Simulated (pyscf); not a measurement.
Thermochemistry of product channels of `[F][SiH2][F]` + `[H]` [doublet] on the doublet surface, in kcal/mol, from ωB97M-D3(BJ)/def2-TZVP energies (ideal gas, 1 atm, RRHO with modes under 100 cm⁻¹ raised to 100, one conformer, R ln 2 for rigid chiral ones). Optimised with ωB97X-D3(BJ)/def2-SVP in PySCF.

```csv
products,ΔE,ΔH(298 K),ΔG(298 K),ΔG(900 K)
`[FH]` + `[F][SiH2]` [doublet],+23.2,+25.9,+22.6,+16.6
`[F][SiH][F]` [doublet] + `[H][H]`,-6.9,-6.3,-8.2,-11.9
```

These are energies of the channels, which say nothing of barriers.
